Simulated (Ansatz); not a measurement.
Task: an active-space calculation of AlClH4Si, SMILES [SiH3][AlH][Cl], with Ansatz's Python interface. Give the script and its output. Use: Hartree-Fock, def2-SVP basis, multiplicity 1.

```yaml
atoms:
  - { symbol: Si, position_ang: [-0.8147, 0.5307, -0.2887] }
  - { symbol: Al, position_ang: [1.0204, -0.6058, 0.4860] }
  - { symbol: Cl, position_ang: [1.7974, -2.2982, -0.6922] }
  - { symbol: H, position_ang: [-1.9266, -0.3376, -0.4245] }
  - { symbol: H, position_ang: [-0.5596, 1.1497, -1.6348] }
  - { symbol: H, position_ang: [-1.1999, 1.6654, 0.6445] }
  - { symbol: H, position_ang: [1.7442, -0.1722, 1.8641] }
```

Script `alclh4si.py`:
```python
'''Static correlation in AlClH4Si: natural occupations of an active space.'''

from dataclasses import dataclass

import ansatz


@dataclass(frozen=True)
class Settings:
    basis: str = 'def2-SVP'


opts = Settings()


def main() -> None:
    mol = (
        ansatz.Crystal.molecule()
        .atom('Si', [-0.8147, 0.5307, -0.2887])
        .atom('Al', [1.0204, -0.6058, 0.486])
        .atom('Cl', [1.7974, -2.2982, -0.6922])
        .atom('H', [-1.9266, -0.3376, -0.4245])
        .atom('H', [-0.5596, 1.1497, -1.6348])
        .atom('H', [-1.1999, 1.6654, 0.6445])
        .atom('H', [1.7442, -0.1722, 1.8641])
    )

    model = (
        mol.calculation()
        .basis(gaussian=opts.basis)
        .correlation(active_electrons=4, active_orbitals=5)
    )
    for method in [None]:
        summary = (model if method is None else model.correlation(method)).run(threads=1, backend='cpu').report
        space = summary['configurations']
        state = space['states'][0]
        print(method or 'casscf', f'total {summary["free_energy_ev"] / 27.211386246:.6f} Ha, active-space state {state["energy"]["hartree"]:.6f} Ha, mean field {summary["reference_energy_ev"] / 27.211386246:.6f} Ha')
        print('  determinants', state['n_determinants'], ' natural occupations', [round(n, 3) for n in space['natural_occupations']])
    print('effectively unpaired electrons, sum of min(n, 2 - n):', round(sum(min(n, 2 - n) for n in space['natural_occupations']), 3))


if __name__ == '__main__':
    main()
```

Output of `python alclh4si.py`:
```text
casscf total -992.448804 Ha, active-space state -992.448804 Ha, mean field -992.414635 Ha
  determinants 100  natural occupations [1.979, 1.972, 0.023, 0.018, 0.007]
effectively unpaired electrons, sum of min(n, 2 - n): 0.097
```

Caveats:
- The settings weren't tested for convergence.
- The geometry is a force-field or estimated start, not a minimum of this method, and the basis set is short of its limit. The active space starts as a window about the frontier orbitals and is then optimised, not chosen by chemistry.
- Finished in 12 s on 1 thread of Arm Neoverse V1, on a shared host, peak memory 0.22 GiB.
